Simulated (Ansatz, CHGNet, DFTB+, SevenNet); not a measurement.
**How well does each level of theory give the elastic constant C11 of hcp Co?**

Reference value: 306 GPa (measured, temperature not stated, no zero-point or thermal correction; as tabulated in Steinle-Neumann et al. (1999), arXiv:cond-mat/9904431).

```json
[
 {"level (code)": "GFN1-xTB as cut by DFTB+", "value (GPa)": "312", "cell (Å³/atom)": "10.35", "difference (%)": "+2.0"},
 {"level (code)": "CHGNet-r²SCAN", "value (GPa)": "291", "cell (Å³/atom)": "10.65", "difference (%)": "-4.9"},
 {"level (code)": "SevenNet-l3i5", "value (GPa)": "155", "cell (Å³/atom)": "10.81", "difference (%)": "-49"},
 {"level (code)": "LDA (Ansatz)", "value (GPa)": "462", "cell (Å³/atom)": "10.01", "difference (%)": "+51"},
 {"level (code)": "BLYP (Ansatz)", "value (GPa)": "296", "cell (Å³/atom)": "11.35", "difference (%)": "-3.3"},
 {"level (code)": "PBE (Ansatz)", "value (GPa)": "352", "cell (Å³/atom)": "10.86", "difference (%)": "+15.0"},
 {"level (code)": "PBEsol (Ansatz)", "value (GPa)": "421", "cell (Å³/atom)": "10.37", "difference (%)": "+38"},
 {"level (code)": "revPBE (Ansatz)", "value (GPa)": "325", "cell (Å³/atom)": "11.08", "difference (%)": "+6.2"},
 {"level (code)": "RPBE (Ansatz)", "value (GPa)": "320", "cell (Å³/atom)": "11.16", "difference (%)": "+4.6"},
 {"level (code)": "PBE-D3(BJ) (Ansatz)", "value (GPa)": "397", "cell (Å³/atom)": "10.55", "difference (%)": "+30"}
]
```

Leaving aside GFN1-xTB as cut by DFTB+ (doubt noted below): The reference's temperature isn't stated, so close values are not ranked against it. Off by more than 25 %, or 35 % on the side where a correction would as a rule narrow the miss (bounds picked here): LDA (+51 %), SevenNet-l3i5 (-49 %), PBEsol (+38 %).

The measured value isn't corrected to a static lattice, so vibrations enter the comparison. A static lattice is as a rule stiffer than a warm one, by over a tenth in soft solids. Spin-polarised runs: LDA (parallel moments), BLYP (parallel moments), PBE (parallel moments), PBEsol (parallel moments), revPBE (parallel moments), RPBE (parallel moments), PBE-D3(BJ) (parallel moments). GFN1-xTB as cut by DFTB+: the method was fitted mainly to molecules. GFN1-xTB as cut by DFTB+: this magnet was run without spin. GFN1-xTB as cut by DFTB+: codes differ in how they cut the long-range tail of xTB's charge interaction in a crystal, so the value belongs to this code. PBE-D3(BJ): the dispersion coefficients are held fixed in the derivatives. Each level is taken at its own relaxed cell. Ansatz's density-functional and Hartree–Fock values are scalar-relativistic unless marked +SOC, with PAW data made under PBE.

Machine-learned potentials (CHGNet-r²SCAN, SevenNet-l3i5) are trained on DFT data: a solid inside that data is no test of them.

Differences are worked out from the printed values.

Ansatz is a program for electronic structure.
